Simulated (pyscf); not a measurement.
This saddle point was located with ωB97X-D3(BJ)/def2-SVP in PySCF.

```xyz
9

O     -0.4016     1.8543    -0.0117
Mo    -0.3245     0.1036     0.0406
O      1.2402    -0.4045    -0.1147
O     -1.2345    -0.8076     1.3688
O     -1.1901    -0.4944    -1.4629
H     -1.0186    -0.6233     2.2969
H     -0.8463    -1.0739    -2.1560
Cl     0.5913     1.3862     2.4109
H      0.0818     2.0344     1.1019
```
Charge 0, spin multiplicity 1.

Surface: singlet, charge 0. Lowest wavenumbers (cm⁻¹): 1197i, 117, 169, 180, 234.

Problem. Which two sides does it connect, and which bonds change?

Solution. O=Mo(=O)(OH)–OH + hydrogen chloride (HCl) <-> O=Mo(OH)(OH)(OH)–Cl, an addition across a multiple bond or ene-type step read from left to right: Cl–H broken and H–O, Cl–Mo formed. At ωB97M-D3(BJ)/def2-TZVP it lies +10.4 kcal/mol from the left side and +17.1 kcal/mol from the right (each side as separated species at their lowest minima found). On the reactant side the descent ends in a complex, 7.0 kcal/mol under the separated species and 14.3 kcal/mol under the saddle at ωB97X-D3(BJ)/def2-TZVP. At ωB97X-D3(BJ) the barrier from the zero used here is 7.4 kcal/mol. The same reactants have a lower exit, to O=Mo(=O)(OH)–Cl + H₂O (barrier +4.9 kcal/mol at ωB97M-D3(BJ), against +10.4 kcal/mol here). One saddle was located; it need not be the lowest between these sides. Elements past Kr carry the def2 core potentials, without spin-orbit coupling.
